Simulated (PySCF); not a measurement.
Molecule: `InChI=1S/C3H6F2O/c1-3(4,5)6-2/h1-2H3`.

Bonds (- single, = double, # triple, : aromatic): C1-O2, O2-C3, C3-C4, C3-F5, C3-F6. C1 carries H7, H8, H9; C4 carries H10, H11, H12.

Frames of a GFN2-xTB Langevin trajectory at 300 K; GIAO PBE0/pcSseg-1 shieldings in PySCF, gas phase, non-relativistic; equivalent atoms averaged within each frame.

δ = σ(ref) − σ, references computed at the same level: ¹³C (σref 186.93) and ¹H (σref 31.72) against TMS; ¹⁷O (σref 336.08) against H2O; ¹⁹F (σref 170.95) vs CFCl3. The references are static minima.

Task: How do the shifts (ppm) fluctuate along the trajectory?

Result: 
| time (fs) | C3 | C1 | C4 | O2 | F5/F6 | H7/H8/H9 | H10/H11/H12 |
| --- | --- | --- | --- | --- | --- | --- | --- |
| 250 | 132.8 | 47.7 | 32.3 | 99.0 | -107.7 | 4.35 | 2.59 |
| 425 | 131.7 | 51.8 | 28.0 | 96.0 | -89.1 | 3.49 | 1.85 |
| 625 | 128.7 | 48.8 | 27.7 | 86.2 | -96.5 | 3.43 | 2.23 |
| 800 | 130.1 | 50.5 | 26.7 | 93.3 | -99.3 | 4.19 | 1.64 |
| 1000 | 131.9 | 54.3 | 27.7 | 112.0 | -91.6 | 3.60 | 2.21 |
| mean of frames | 131.1 | 50.6 | 28.5 | 97.3 | -96.8 | 3.81 | 2.10 |
| standard deviation | 1.6 | 2.6 | 2.2 | 9.5 | 7.3 | 0.43 | 0.37 |

5 frames give an uncertainty of the mean of about the standard deviation over 2.2 at best, since frames this close in time may not be independent; classical motion lacks zero-point vibration, and the reference would need the same averaging.
